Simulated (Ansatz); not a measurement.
# H3NO (SMILES NO): B2PLYP/STO-3G

Aim: the energy change on altering one bond length of H3NO at B2PLYP/STO-3G, from 2 runs. 

Program for the calculation: Ansatz 0.2.0.

51 further runs of the same task are left out: 1 that didn't finish, 50 set aside as unsound or not needed.

## 1. Starting point

The species is H3NO (5 atoms), meant as a singlet with charge 0. As SMILES, `NO`. The coordinates come from a GFN2-xTB relaxation. This is one conformer, not always the lowest.

Bond lengths: N1–O2 1.432 Å, N1–H3 1.020 Å, N1–H4 1.020 Å, O2–H5 0.966 Å. Angles: N1–O2–H5 105.0°, O2–N1–H3 105.6°, O2–N1–H4 105.6°, H3–N1–H4 107.4°.

## 2. A single-point energy at B2PLYP/STO-3G

Input file input.yaml:

```yaml
crystal:
  periodic: [false, false, false]
  atoms:
    - {symbol: N, position_ang: [-0.178910, -0.366440, -0.312920]}
    - {symbol: O, position_ang: [0.371730, 0.674250, 0.501760]}
    - {symbol: H, position_ang: [-0.161770, -1.206140, 0.265260]}
    - {symbol: H, position_ang: [-1.156690, -0.114310, -0.454620]}
    - {symbol: H, position_ang: [1.125640, 1.012630, 0.000530]}
basis:
  gaussian: {orbitals: STO-3G}
hamiltonian: {xc: {name: B2PLYP}}
correlation: {frozen_orbitals: {H: 0, "N": 1, O: 1}}
accuracy: high
```

On the command line:

```
$ ansatz run input.yaml --threads 1 --pin off --max-ram 2610MiB --events-out events.jsonl --progress --plain --runs-dir runs
```

What it wrote:

```text
Warning: RAYON_NUM_THREADS=1 ignored (pool sized by the plan → 1); use --threads N
Functional definition: B2PLYP
  name "B2PLYP"
  parameter a = 0.53
  parameter c = 0.27
  exchange = (1 - a)*b88_x + a*exact_x
  correlation = (1 - c)*lyp_c + c*(mp2_os + mp2_ss)
209 factors; integrals over basis functions are off by at most 3.8e-8 eV
mean field evaluation 1: about -3528.6995 eV, gradient 1.1e1 eV
mean field evaluation 2: about -3528.7445 eV, gradient 1.1e1 eV
mean field evaluation 4: about -3529.2148 eV, gradient 8.6e-1 eV
mean field evaluation 8: about -3529.2173 eV, gradient 3.9e-3 eV
mean field evaluation 16: about -3529.2173 eV, gradient 4.5e-8 eV
mean field -3529.21731804 eV, -129.6963442484 hartree, gradient 4.5e-8 eV, S^2 0.000000; 0 other end points of the search recorded, 0 dependent functions left out
2 core orbitals not correlated: weight in the atoms' cores, before any rotation towards them, 1.000 or more for the frozen orbitals, at most 0.000 for the correlated occupied ones
reference -3529.21733342 eV, -129.6963448137 hartree; 7, 7 occupied and 4, 4 virtual orbitals, 209 factors
second order -2.83667271 eV of doubles, -0.00000000 eV of singles
Total energy: -3529.98323505 eV, -129.7244911796 hartree
```

It took 0.89 s on 1 thread of Arm Neoverse V1, shared host.

## 3. The distorted shape

Input file job.yaml:

```yaml
crystal:
  periodic: [false, false, false]
  atoms:
    - {symbol: "N", position_ang: [0.065562, -0.429479, -0.277491]}
    - {symbol: O, position_ang: [0.616202, 0.611211, 0.537189]}
    - {symbol: H, position_ang: [0.082702, -1.269179, 0.300689]}
    - {symbol: H, position_ang: [-1.156690, -0.114310, -0.454620]}
    - {symbol: H, position_ang: [1.370112, 0.949591, 0.035959]}
basis:
  gaussian:
    orbitals: STO-3G
hamiltonian:
  xc: {name: B2PLYP}
correlation:
  frozen_orbitals: {H: 0, "N": 1, O: 1}
accuracy: high
```

On the command line:

```
$ ansatz run job.yaml --threads 1 --pin off --max-ram 2610MiB --events-out events.jsonl --progress --plain --runs-dir runs
```

What it wrote (excerpt; [...] marks lines left out):

```text
Warning: RAYON_NUM_THREADS=1 ignored (pool sized by the plan → 1); use --threads N
[... 2 set-up lines as earlier in the session ...]
[...]
209 factors; integrals over basis functions are off by at most 2.7e-8 eV
[...]
mean field -3528.43750631 eV, -129.6676866962 hartree, gradient 3.2e-8 eV, S^2 0.000000; 0 other end points of the search recorded, 0 dependent functions left out
2 core orbitals not correlated: weight in the atoms' cores, before any rotation towards them, 1.000 or more for the frozen orbitals, at most 0.000 for the correlated occupied ones
reference -3528.43752182 eV, -129.6676872660 hartree; 7, 7 occupied and 4, 4 virtual orbitals, 209 factors
second order -3.27441720 eV of doubles, -0.00000000 eV of singles
Total energy: -3529.32161446 eV, -129.7001770714 hartree
```

It took 0.89 s on 1 thread of Arm Neoverse V1, shared host.

## 4. Outcome

At B2PLYP/STO-3G, 2 core orbitals frozen:

| quantity | value |
| --- | --- |
| first shape: total energy | -129.72449 Eh |
| distorted shape: total energy | -129.70018 Eh |
| energy change with the N1–H4 bond stretched from 1.020 to 1.275 Å | 0.662 eV |

With the N1–H4 bond stretched from 1.020 to 1.275 Å the energy rises by 0.66 eV (15.3 kcal/mol). The first shape isn't relaxed at this level, so the change isn't measured from a minimum. The minimal basis adds a large error of its own.
